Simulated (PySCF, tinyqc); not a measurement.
MP2 on RHF in the sto-3g basis, frozen core, for LiH, spin multiplicity 1, step by step. The lowest restricted solution is unstable here: a spin-polarised one lies 0.0064 hartree lower (PySCF). Computed by tinyqc, a small Python program that keeps every step (integrals from PySCF). Settings: charge = 0, multiplicity = 1, basis = sto-3g, method = RHF, frozen orbitals = 1, energy threshold = 1e-10, iteration cap = 61, orthogonalisation = symmetric, start = core, DIIS depth = 6. Command: `OMP_NUM_THREADS=1 python tinyqc.py 20730 20731 out.jsonl` (the two numbers bound the seeds that draw the settings). One thread of a shared host (Intel(R) Xeon(R) Processor @ 2.60GHz), about 0.1 s of CPU time with the checks. Later iterations appear only in the table of the cycle.

## One-electron integrals

Geometry (angstrom):
```
atom         x         y         z
Li    0.000000  0.000000  0.000000
H     0.000000  0.000000  2.226000
```

Basis sto-3g: exponents (1/bohr^2) and contraction coefficients of normalised primitives:
```
element  l (shell)   exponent  coefficient
Li           s (1)  16.119575     0.154329
Li           s (1)   2.936201     0.535328
Li           s (1)   0.794651     0.444635
Li           s (2)   0.636290    -0.099967
Li           s (2)   0.147860     0.399513
Li           s (2)   0.048089     0.700115
Li           p (3)   0.636290     0.155916
Li           p (3)   0.147860     0.607684
Li           p (3)   0.048089     0.391957
H            s (1)   3.425251     0.154329
H            s (1)   0.623914     0.535328
H            s (1)   0.168855     0.444635
```

Overlap, kinetic and nuclear-attraction integrals over the contracted functions; the nuclear repulsion is the sum of Za Zb / Rab.

nuclear repulsion = 0.71317683 hartree

overlap S:
```
           1Li 1s    1Li 2s   1Li 2px   1Li 2py   1Li 2pz     2H 1s
1Li 1s   1.000000  0.241137  0.000000  0.000000  0.000000  0.016294
1Li 2s   0.241137  1.000000  0.000000  0.000000  0.000000  0.249651
1Li 2px  0.000000  0.000000  1.000000  0.000000  0.000000  0.000000
1Li 2py  0.000000  0.000000  0.000000  1.000000  0.000000  0.000000
1Li 2pz  0.000000  0.000000  0.000000  0.000000  1.000000  0.364013
2H 1s    0.016294  0.249651  0.000000  0.000000  0.364013  1.000000
```

kinetic energy T (hartree):
```
            1Li 1s     1Li 2s   1Li 2px   1Li 2py   1Li 2pz      2H 1s
1Li 1s    3.576786  -0.020237  0.000000  0.000000  0.000000  -0.006744
1Li 2s   -0.020237   0.102163  0.000000  0.000000  0.000000   0.010896
1Li 2px   0.000000   0.000000  0.319682  0.000000  0.000000   0.000000
1Li 2py   0.000000   0.000000  0.000000  0.319682  0.000000   0.000000
1Li 2pz   0.000000   0.000000  0.000000  0.000000  0.319682   0.048310
2H 1s    -0.006744   0.010896  0.000000  0.000000  0.048310   0.760032
```

nuclear attraction V (hartree):
```
            1Li 1s     1Li 2s    1Li 2px    1Li 2py    1Li 2pz      2H 1s
1Li 1s   -8.220607  -1.021668   0.000000   0.000000  -0.008321  -0.065729
1Li 2s   -1.021668  -1.436125   0.000000   0.000000  -0.086478  -0.388006
1Li 2px   0.000000   0.000000  -1.404808   0.000000   0.000000   0.000000
1Li 2py   0.000000   0.000000   0.000000  -1.404808   0.000000   0.000000
1Li 2pz  -0.008321  -0.086478   0.000000   0.000000  -1.469806  -0.571718
2H 1s    -0.065729  -0.388006   0.000000   0.000000  -0.571718  -1.939714
```

core Hamiltonian H = T + V (hartree):
```
            1Li 1s     1Li 2s    1Li 2px    1Li 2py    1Li 2pz      2H 1s
1Li 1s   -4.643821  -1.041905   0.000000   0.000000  -0.008321  -0.072473
1Li 2s   -1.041905  -1.333961   0.000000   0.000000  -0.086478  -0.377109
1Li 2px   0.000000   0.000000  -1.085127   0.000000   0.000000   0.000000
1Li 2py   0.000000   0.000000   0.000000  -1.085127   0.000000   0.000000
1Li 2pz  -0.008321  -0.086478   0.000000   0.000000  -1.150124  -0.523409
2H 1s    -0.072473  -0.377109   0.000000   0.000000  -0.523409  -1.179682
```

## Two-electron integrals

Functions are numbered as in S; the eight-fold symmetry (ij|kl) = (ji|kl) = (kl|ij) leaves the list below.

Two-electron integrals (ij|kl) in chemists' order, unique and non-zero (hartree):
```
(11|11) 1.680395   (21|11) 0.265420   (21|21) 0.049941   (22|11) 0.397727
(22|21) 0.092860   (22|22) 0.290562   (31|31) 0.008981   (32|31) 0.013788
(32|32) 0.064184   (33|11) 0.396640   (33|21) 0.092880   (33|22) 0.290497
(33|33) 0.312946   (41|41) 0.008981   (42|41) 0.013788   (42|42) 0.064184
(43|43) 0.016869   (44|11) 0.396640   (44|21) 0.092880   (44|22) 0.290497
(44|33) 0.279207   (44|44) 0.312946   (51|51) 0.008981   (52|51) 0.013788
(52|52) 0.064184   (53|53) 0.016869   (54|54) 0.016869   (55|11) 0.396640
(55|21) 0.092880   (55|22) 0.290497   (55|33) 0.279207   (55|44) 0.279207
(55|55) 0.312946   (61|11) 0.016962   (61|21) 0.003234   (61|22) 0.006213
(61|33) 0.006135   (61|44) 0.006135   (61|51) 0.000433   (61|52) 0.000845
(61|55) 0.006372   (61|61) 0.000234   (62|11) 0.074136   (62|21) 0.017682
(62|22) 0.063344   (62|33) 0.059620   (62|44) 0.059620   (62|51) 0.002699
(62|52) 0.020043   (62|55) 0.070736   (62|61) 0.001404   (62|62) 0.028204
(63|31) 0.000998   (63|32) 0.005554   (63|53) 0.002622   (63|63) 0.001423
(64|41) 0.000998   (64|42) 0.005554   (64|54) 0.002622   (64|64) 0.001423
(65|11) 0.102826   (65|21) 0.024662   (65|22) 0.090544   (65|33) 0.084336
(65|44) 0.084336   (65|51) 0.004145   (65|52) 0.030995   (65|55) 0.102879
(65|61) 0.001997   (65|62) 0.043071   (65|65) 0.066129   (66|11) 0.237679
(66|21) 0.057290   (66|22) 0.225877   (66|33) 0.207214   (66|44) 0.207214
(66|51) 0.008274   (66|52) 0.080877   (66|55) 0.263069   (66|61) 0.004572
(66|62) 0.133344   (66|65) 0.208748   (66|66) 0.774606
```

## Orthogonalisation

S = U s U^T; symmetric (Loewdin) form X = U s^(-1/2) U^T, so that X^T S X = 1.

eigenvalues of S: 0.538719  0.806436  1.000000  1.000000  1.182806  1.472039

X:
```
            1Li 1s     1Li 2s   1Li 2px   1Li 2py    1Li 2pz      2H 1s
1Li 1s    1.023413  -0.129278  0.000000  0.000000  -0.005796   0.017943
1Li 2s   -0.129278   1.051912  0.000000  0.000000   0.041175  -0.146833
1Li 2px   0.000000   0.000000  1.000000  0.000000   0.000000   0.000000
1Li 2py   0.000000   0.000000  0.000000  1.000000   0.000000   0.000000
1Li 2pz  -0.005796   0.041175  0.000000  0.000000   1.058200  -0.208497
2H 1s     0.017943  -0.146833  0.000000  0.000000  -0.208497   1.086180
```

## Starting guess

The start is the orbitals of the core Hamiltonian; D = 2 C_occ C_occ^T.

D at the start:
```
            1Li 1s     1Li 2s   1Li 2px   1Li 2py    1Li 2pz      2H 1s
1Li 1s    2.053784  -0.183542  0.000000  0.000000  -0.123328  -0.103109
1Li 2s   -0.183542   0.573953  0.000000  0.000000   0.531101   0.481751
1Li 2px   0.000000   0.000000  0.000000  0.000000   0.000000   0.000000
1Li 2py   0.000000   0.000000  0.000000  0.000000   0.000000   0.000000
1Li 2pz  -0.123328   0.531101  0.000000  0.000000   0.492533   0.446971
2H 1s    -0.103109   0.481751  0.000000  0.000000   0.446971   0.405662
```

## Iteration 1: building the Fock matrix

J_ij = sum D_kl (ij|kl), K_ij = sum D_kl (ik|jl); F = H + J - 0.5 K; E = tr D H + tr D J / 2 - 0.25 tr D K + E_nn.

Coulomb J (hartree):
```
           1Li 1s    1Li 2s   1Li 2px   1Li 2py   1Li 2pz     2H 1s
1Li 1s   4.033642  0.687484  0.000000  0.000000  0.022003  0.046089
1Li 2s   0.687484  1.324928  0.000000  0.000000  0.144429  0.357069
1Li 2px  0.000000  0.000000  1.300397  0.000000  0.000000  0.000000
1Li 2py  0.000000  0.000000  0.000000  1.300397  0.000000  0.000000
1Li 2pz  0.022003  0.144429  0.000000  0.000000  1.366910  0.521553
2H 1s    0.046089  0.357069  0.000000  0.000000  0.521553  1.438562
```

exchange K (hartree):
```
           1Li 1s    1Li 2s   1Li 2px   1Li 2py   1Li 2pz     2H 1s
1Li 1s   3.386924  0.528726  0.000000  0.000000  0.013779  0.044813
1Li 2s   0.528726  0.353608  0.000000  0.000000  0.288613  0.335311
1Li 2px  0.000000  0.000000  0.066599  0.000000  0.000000  0.000000
1Li 2py  0.000000  0.000000  0.000000  0.066599  0.000000  0.000000
1Li 2pz  0.013779  0.288613  0.000000  0.000000  0.352162  0.405621
2H 1s    0.044813  0.335311  0.000000  0.000000  0.405621  0.722352
```

Fock matrix F (hartree):
```
            1Li 1s     1Li 2s   1Li 2px   1Li 2py    1Li 2pz      2H 1s
1Li 1s   -2.303641  -0.618784  0.000000  0.000000   0.006793  -0.048791
1Li 2s   -0.618784  -0.185837  0.000000  0.000000  -0.086356  -0.187696
1Li 2px   0.000000   0.000000  0.181971  0.000000   0.000000   0.000000
1Li 2py   0.000000   0.000000  0.000000  0.181971   0.000000   0.000000
1Li 2pz   0.006793  -0.086356  0.000000  0.000000   0.040705  -0.204667
2H 1s    -0.048791  -0.187696  0.000000  0.000000  -0.204667  -0.102296
```

total energy of this density = -7.76231780 hartree

## Iteration 1: diagonalisation and new density

Diagonalise F' = X^T F X, C = X C', fill 2 alpha and 2 beta electrons from the bottom; D = 2 C_occ C_occ^T. Each column has its largest component positive (the first on a tie).

F' = X^T F X (hartree):
```
           1          2         3         4          5          6
1  -2.253264  -0.344882  0.000000  0.000000   0.008523   0.017447
2  -0.344882  -0.026922  0.000000  0.000000  -0.026769  -0.180704
3   0.000000   0.000000  0.181971  0.000000   0.000000   0.000000
4   0.000000   0.000000  0.000000  0.181971   0.000000   0.000000
5   0.008523  -0.026769  0.000000  0.000000   0.126845  -0.228930
6   0.017447  -0.180704  0.000000  0.000000  -0.228930   0.024924
```

orbital energies (hartree): MO1 -2.305512, MO2 -0.254000, MO3 0.089035, MO4 0.181971, MO5 0.181971, MO6 0.342061

coefficients C:
```
               MO1        MO2        MO3       MO4        MO5        MO6
1Li 1s    0.992528  -0.136395  -0.223718  0.000000   0.000000   0.103332
1Li 2s    0.029263   0.457306   0.846480  0.000000   0.000000  -0.469013
1Li 2px   0.000000   0.000000   0.000000  0.767102  -0.641525   0.000000
1Li 2py   0.000000   0.000000   0.000000  0.641525   0.767102   0.000000
1Li 2pz  -0.001920   0.368195  -0.536349  0.000000   0.000000  -0.861247
2H 1s     0.000458   0.606837  -0.205406  0.000000   0.000000   0.913617
```

D after iteration 1:
```
            1Li 1s     1Li 2s   1Li 2px   1Li 2py    1Li 2pz      2H 1s
1Li 1s    2.007430  -0.066660  0.000000  0.000000  -0.104252  -0.164629
1Li 2s   -0.066660   0.419971  0.000000  0.000000   0.336643   0.555048
1Li 2px   0.000000   0.000000  0.000000  0.000000   0.000000   0.000000
1Li 2py   0.000000   0.000000  0.000000  0.000000   0.000000   0.000000
1Li 2pz  -0.104252   0.336643  0.000000  0.000000   0.271143   0.446867
2H 1s    -0.164629   0.555048  0.000000  0.000000   0.446867   0.736503
```

Within a degenerate level the vectors are fixed only up to a rotation; this is one choice.

## Iteration 8 (converged): orbitals

converged F (hartree):
```
            1Li 1s     1Li 2s   1Li 2px   1Li 2py    1Li 2pz      2H 1s
1Li 1s   -2.366210  -0.643086  0.000000  0.000000   0.013873  -0.045068
1Li 2s   -0.643086  -0.207854  0.000000  0.000000  -0.059360  -0.190067
1Li 2px   0.000000   0.000000  0.159749  0.000000   0.000000   0.000000
1Li 2py   0.000000   0.000000  0.000000  0.159749   0.000000   0.000000
1Li 2pz   0.013873  -0.059360  0.000000  0.000000   0.062015  -0.187524
2H 1s    -0.045068  -0.190067  0.000000  0.000000  -0.187524  -0.074633
```

As before.

F' = X^T F X (hartree):
```
           1          2         3         4          5          6
1  -2.312625  -0.360891  0.000000  0.000000   0.011189   0.023699
2  -0.360891  -0.042159  0.000000  0.000000   0.001236  -0.190562
3   0.000000   0.000000  0.159749  0.000000   0.000000   0.000000
4   0.000000   0.000000  0.000000  0.159749   0.000000   0.000000
5   0.011189   0.001236  0.000000  0.000000   0.146633  -0.223845
6   0.023699  -0.190562  0.000000  0.000000  -0.223845   0.052857
```

orbital energies (hartree): MO1 -2.368668, MO2 -0.230884, MO3 0.069764, MO4 0.159749, MO5 0.159749, MO6 0.374495

coefficients C:
```
               MO1        MO2        MO3       MO4        MO5        MO6
1Li 1s    0.991504  -0.148686  -0.215842  0.000000   0.000000   0.112547
1Li 2s    0.033198   0.505717   0.799535  0.000000   0.000000  -0.500378
1Li 2px   0.000000   0.000000   0.000000  0.957563  -0.288222   0.000000
1Li 2py   0.000000   0.000000   0.000000  0.288222   0.957563   0.000000
1Li 2pz  -0.004370   0.322535  -0.586044  0.000000   0.000000  -0.847049
2H 1s    -0.001724   0.602904  -0.215640  0.000000   0.000000   0.913862
```

D after iteration 8:
```
            1Li 1s     1Li 2s   1Li 2px   1Li 2py    1Li 2pz      2H 1s
1Li 1s    2.010375  -0.084554  0.000000  0.000000  -0.104577  -0.182706
1Li 2s   -0.084554   0.513704  0.000000  0.000000   0.325933   0.609683
1Li 2px   0.000000   0.000000  0.000000  0.000000   0.000000   0.000000
1Li 2py   0.000000   0.000000  0.000000  0.000000   0.000000   0.000000
1Li 2pz  -0.104577   0.325933  0.000000  0.000000   0.208096   0.388930
2H 1s    -0.182706   0.609683  0.000000  0.000000   0.388930   0.726991
```

Within a degenerate level the vectors are fixed only up to a rotation; this is one choice.

## Convergence

Stop when the energy changes by less than 1e-10 hartree and every element of the error matrix X^T (F D S - S D F) X is below 3e-06.

Course of the cycle:
```
iteration  E (hartree)     change  largest element of the error matrix
1          -7.76231780          -                             1.71e-01
2          -7.80355182  -4.12e-02                             1.82e-02
3          -7.80452689  -9.75e-04                             6.77e-03
4          -7.80478452  -2.58e-04                             3.10e-03
5          -7.80485680  -7.23e-05                             1.10e-04
6          -7.80485682  -2.15e-08                             3.05e-05
7          -7.80485682  -2.18e-09                             2.26e-06
8          -7.80485682  -1.56e-11                             9.94e-09
```

PySCF RHF in the same basis = -7.80485682 hartree

Converged in 8 iterations.

## Populations, bond orders and dipole

Mulliken: Z minus the diagonal of D S on the atom; Loewdin: the same with S^(1/2) D S^(1/2); Mayer order: 2 sum_s sum (D(s) S)_ij (D(s) S)_ji over the two atoms.

Charges (e):
```
atom   Mulliken    Loewdin
1Li    0.017797   0.015285
2H    -0.017797  -0.015285
```

Mayer bond orders:
```
pair     order
2-1   0.999683
```

dipole moment about the origin, x y z (debye): 0.000000  0.000000  -5.100495

## Integrals over molecular orbitals

(pq|rs) = sum C_ip C_jq C_kr C_ls (ij|kl), one index at a time.

one-electron integrals over orbitals h = C^T H C (hartree):
```
           1          2          3          4          5          6
1  -4.634954   0.095474   0.161008   0.000000   0.000000  -0.052283
2   0.095474  -1.283528   0.010923   0.000000   0.000000   0.049784
3   0.161008   0.010923  -1.089407   0.000000   0.000000   0.018518
4   0.000000   0.000000   0.000000  -1.085127   0.000000   0.000000
5   0.000000   0.000000   0.000000   0.000000  -1.085127   0.000000
6  -0.052283   0.049784   0.018518   0.000000   0.000000  -1.017289
```

Two-electron integrals over orbitals (pq|rs), unique and non-zero (hartree); the lowest 1 orbital is frozen and left out:
```
(22|22) 0.445706    (32|22) -0.061728   (32|32) 0.023562    (33|22) 0.212490
(33|32) 0.015525    (33|33) 0.326324    (42|42) 0.021040    (43|42) 0.020587
(43|43) 0.041390    (44|22) 0.241517    (44|32) 0.015265    (44|33) 0.278980
(44|44) 0.312946    (52|52) 0.021040    (53|52) 0.020587    (53|53) 0.041390
(54|54) 0.016869    (55|22) 0.241517    (55|32) 0.015265    (55|33) 0.278980
(55|44) 0.279207    (55|55) 0.312946    (62|22) 0.106340    (62|32) -0.046739
(62|33) -0.018202   (62|44) -0.039123   (62|55) -0.039123   (62|62) 0.131405
(63|22) -0.059715   (63|32) 0.019445    (63|33) 0.036908    (63|44) 0.009175
(63|55) 0.009175    (63|62) -0.040903   (63|63) 0.032807    (64|42) -0.018149
(64|43) -0.011562   (64|64) 0.018989    (65|52) -0.018149   (65|53) -0.011562
(65|65) 0.018989    (66|22) 0.416765    (66|32) -0.049977   (66|33) 0.238813
(66|44) 0.256850    (66|55) 0.256850    (66|62) 0.092736    (66|63) -0.046894
(66|66) 0.411354
```

## Second-order Moller-Plesset energy

Hartree-Fock energy = -7.80485682 hartree

E2 = sum_ijab (ia|jb) [2 (ia|jb) - (ib|ja)] / (e_i + e_j - e_a - e_b) over occupied i, j and virtual a, b; the opposite-spin part is (ia|jb)^2 / denominator, the rest is same-spin, and SCS-MP2 scales them by 6/5 and 1/3.

Terms:
```
i  j  a  b    (ia|jb)    (ib|ja)  denominator       term
2  2  6  6   0.131405   0.131405    -1.210757  -0.014262
2  2  3  6  -0.046739  -0.046739    -0.906026  -0.002411
2  2  6  3  -0.046739  -0.046739    -0.906026  -0.002411
2  2  3  3   0.023562   0.023562    -0.601296  -0.000923
2  2  5  5   0.021040   0.021040    -0.781266  -0.000567
2  2  4  4   0.021040   0.021040    -0.781266  -0.000567
```

Pair energies (hartree; pair i-j sums ij and ji):
```
pair  opposite spin  same spin
2-2       -0.021140          0
```

MP2 correlation energy = -0.02114034 hartree

SCS-MP2 correlation energy = -0.02536840 hartree

MP2 total energy = -7.82599716 hartree
